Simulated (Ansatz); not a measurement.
Born–Oppenheimer molecular dynamics of BClH3 (5 atoms, charge 0, multiplicity 2). It starts at the highest image of a converged band. Of that band: A vibrational analysis at the climbing image gives 2 clearly imaginary modes (810i, 312i cm⁻¹): a point of higher order. A lower path may pass nearby, or the ends, which weren't checked, may share the extra mode.

Level of theory: UKS PBE-D4/def2-SVP (Ansatz).

| Quantity | Value |
| --- | --- |
| ensemble | NVE (velocity Verlet) |
| time step | 0.5 fs |
| steps asked | 200 |
| starting velocities drawn for | 300 K |
| seed | 2394 |

First frame:

```xyz
5
Properties=species:S:1:pos:R:3
B 0.000 0.000 -0.068
Cl 0.000 0.000 2.256
H 1.098 0.000 -0.579
H -1.098 0.000 -0.579
H 0.000 0.000 3.669
```

Problem. How far do the bonds stretch over the last three quarters of this one trajectory? (Pairs bonded in most of those frames.)

Solution. 
| bond | mean (Å) | spread (Å) | shortest | longest |
| --- | --- | --- | --- | --- |
| B1–Cl2 | 1.799 | 0.135 | 1.62 | 2.12 |
| B1–H3 | 1.218 | 0.014 | 1.19 | 1.24 |
| B1–H4 | 1.217 | 0.016 | 1.18 | 1.25 |

Pairs bonded in part of these frames only: Cl2–H5 23 %.

Mean temperature of the second half: 2919 K. The conserved energy stayed within 0.096 meV per atom of its start (net change -0.03 meV per atom), so the integration is sound. The kinetic energy rose, since the run started high on the potential surface and went downhill. It ends in pieces (BClH2 + H), so much of that is their flight and rotation, not heat. A run of 0.1 ps of so small a system gives no equilibrium averages.

Time of the run: 4 min on 1 thread of Arm Neoverse V1 (shared host), peak memory 0.099 GiB.
